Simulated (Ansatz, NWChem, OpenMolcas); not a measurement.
## CH3BO (Borane carbonyl): the HOMO–LUMO gap, rung by rung

CH3BO: 6 atoms, total charge 0, spin state singlet. SMILES: `[BH3-]C#[O+]`. The shape is that of a PBE0-D4/def2-TZVP optimisation.

Each level gives the HOMO–LUMO gap (eV). The values are calculated.

```tsv
level	kind	program	value (eV)
HF/def2-TZVP	Hartree–Fock	OpenMolcas	15.61
SVWN5/def2-TZVP	LDA	Ansatz	5.78
BLYP/def2-TZVP	GGA	Ansatz	5.85
revPBE/def2-TZVP	GGA	Ansatz	5.91
M06-L/def2-TZVP	meta-GGA	OpenMolcas	6.41
r2SCAN/def2-TZVP	meta-GGA	NWChem	6.41
CAM-B3LYP/def2-TZVP	range-separated hybrid	Ansatz	10.78
wB97X/def2-TZVP	range-separated hybrid	Ansatz	12.92
```

The values span 5.78 to 15.61 eV. Orbital gaps aren't excitation energies; they tend to grow with the share of exact exchange.
